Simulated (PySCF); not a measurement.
PySCF single point, B3LYP/6-31G*, density fitting, IEF-PCM implicit propylene carbonate (electrostatics alone), on pyrrole, C4H5N (SMILES c1cc[nH]c1), charge 0, multiplicity 1.

```python
from pyscf import gto, scf, dft
mol = gto.M(atom='''
C      0.771976     1.062601     0.000208
C     -0.636204     1.117910     0.000079
C     -1.090893    -0.171314     0.000674
N     -0.014252    -0.999805     0.000533
C      1.124026    -0.258402     0.000684
H      1.441705     1.899552     0.000088
H     -1.238109     2.005007    -0.000128
H     -2.091889    -0.555675     0.001250
H     -0.054645    -2.005007    -0.001250
H      2.091889    -0.720008     0.001062
''', basis='6-31G*', charge=0, spin=0, verbose=3)
mf = dft.RKS(mol, xc='B3LYP')
mf = mf.density_fit()
mf = mf.PCM()
mf.with_solvent.method = 'IEF-PCM'
mf.with_solvent.eps = 64
mf.max_cycle = 100
e = mf.kernel()
print('converged', mf.converged)
print('E_total', e)
print('nao', mol.nao)
print('HOMO', mf.mo_energy[mf.mo_occ > 0].max())
mf.dip_moment()
```

It prints:

```

WARN: PCM is an experimental feature. It is still in testing.
Features and APIs may be changed in the future.

converged SCF energy = -210.168873204016
converged True
E_total -210.16887320401565
nao 80
HOMO -0.2059964755762831
Dipole moment(X, Y, Z, Debye): -0.10250, -2.57795, -0.00233
```

The total energy is -5718.99 eV, -0.23 eV from the same level's vacuum run.
